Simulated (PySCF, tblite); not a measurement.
# C4H7N2 radical: geometry, infrared bands and EPR parameters

Wanted: the infrared bands and EPR parameters of C4H7N2 radical (`N#CCCC[NH]`), by calculation.

Computed with tblite 0.8.0 and PySCF 2.14.0, with density-fitted response routines of our own, on a single molecule in the gas phase. Atoms count from 0, in the outputs and in this text.

### Step 1. The molecule as given

13 atoms, charge 0, multiplicity 2; geometry from: force field or distance geometry start.

Bonds of the start (Å): N0–C1 1.18, C1–C2 1.46, C2–C3 1.52, C3–C4 1.51, C4–N5 1.48, C2–H6 1.13, C2–H7 1.09, C3–H8 1.11, C3–H9 1.12, C4–H10 1.12, C4–H11 1.11, N5–H12 1.07.

### Step 2. Relaxing the molecule with GFN2-xTB

What the job is given:

```
{"job": {"kind": "relax", "xc": "GFN2-xTB", "basis": "xTB"}, "charge": 0, "multiplicity": 2}
N      2.207500    -1.077300     1.709200
C      1.785100    -0.421100     0.826300
C      1.294200     0.399300    -0.272800
C     -0.212100     0.589000    -0.218200
C     -0.984800    -0.704800    -0.267000
N     -2.400700    -0.295700    -0.197600
H      1.709500     1.450900    -0.211600
H      1.656100    -0.056200    -1.192900
H     -0.558300     1.307400    -0.994700
H     -0.431400     1.047600     0.783200
H     -0.836400    -1.270800    -1.224700
H     -0.832200    -1.355300     0.614400
H     -2.400900     0.387500     0.628900
```

Started as:

```console
$ OMP_NUM_THREADS=1 python probes_run.py task.json out
```

The driver reads the jobs from task.json and runs them one after another.

**Question.** This job is followed by: GFN2-xTB harmonic vibrations, gas phase; UKS B3LYP, pcH-1 on C H N, non-relativistic, mean-field spin-orbit, GIAO. Predict these results of the whole session: strongest single infrared mode (GFN2-xTB); zero-point energy (GFN2-xTB); g(iso) (B3LYP); ⟨S²⟩; largest a(iso) (averaged by class); surface potential, 1st and 99th percentile.

As calculated:

| quantity | value |
| --- | --- |
| strongest single infrared mode (GFN2-xTB) | 2413 cm⁻¹, 175 km/mol |
| zero-point energy (GFN2-xTB) | 64.5 kcal/mol |
| g(iso) (B3LYP) | 2.00448 |
| ⟨S²⟩ | 0.753 (exact 0.75) |
| largest a(iso) (averaged by class) | 1H on H10, H11, 162.1 MHz |
| surface potential, 1st and 99th percentile | -1.78 V and 1.57 V |

In words: The optimisation took 43 steps and gained 0.535 eV; among the close pairs (by a distance rule), C4–N5 changed most, from 1.475 to 1.389 Å. All 33 modes are real, so the xTB geometry is a minimum. The strongest single mode, at 2413 cm⁻¹, moves mainly C1 and N0. Unscaled tight-binding wavenumbers are off by several per cent, some by more. Its intensities can rank the bands wrongly. N5 carries the largest spin population, 0.96 e. The isotropic g lies 2.2 ppt above the free-electron value.
